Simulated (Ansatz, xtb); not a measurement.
# Relaxing a trial structure of CHClSi+

The starting geometry of this gas-phase doublet has its atoms placed at random.

| atom | x (Å) | y (Å) | z (Å) |
| --- | --- | --- | --- |
| C | 0.9893 | 0.2975 | -0.1139 |
| Cl | -0.3220 | -0.5051 | -0.1972 |
| Si | -0.2720 | -0.4990 | 1.7491 |
| H | 0.4856 | 1.0404 | 0.9073 |

Q: Guess where an optimisation with r2SCAN-D4/def2-SVP ends from this start.

A: It ends as a structure with Cl2 bridging C1 and Si3, given below by its coordinates. Distances that change by over a tenth: C1–Cl2 (1.54 → 1.74 Å), Cl2–Si3 (1.95 → 2.51 Å). Contacts that close: C1–Si3 (2.39 → 1.82 Å), C1–H4 (1.36 → 1.10 Å).

The energy falls by 5.50 eV over 14 steps:

| step | E − E(last) (eV) |
| --- | --- |
| 1 | 5.504 |
| 2 | 3.422 |
| 4 | 2.837 |
| 5 | 2.415 |
| 7 | 0.932 |
| 8 | 0.374 |
| 10 | 0.025 |
| 11 | 0.009 |
| 13 | 0.000 |
| 14 | 0.000 |

Final geometry (Å):

```yaml
atoms:
  - { symbol: C, position_ang: [0.4091, 0.3997, 0.6542] }
  - { symbol: Cl, position_ang: [-0.3787, -0.5648, -0.5567] }
  - { symbol: Si, position_ang: [-0.0135, -0.8470, 1.9150] }
  - { symbol: H, position_ang: [0.8639, 1.3460, 0.3328] }
```

From the same start GFN2-xTB ends elsewhere, differing in Cl2–Si3 (3.13 against 2.51 Å here).

From so rough a start the end depends on the optimiser's path, so another program may land elsewhere. The end wasn't checked by frequencies. Open shells are spin-unrestricted. Run with Ansatz 0.2.0, 62 s on 1 thread of Intel(R) Xeon(R) Platinum 8259CL CPU @ 2.50GHz (Skylake/Cascade Lake) (shared host).
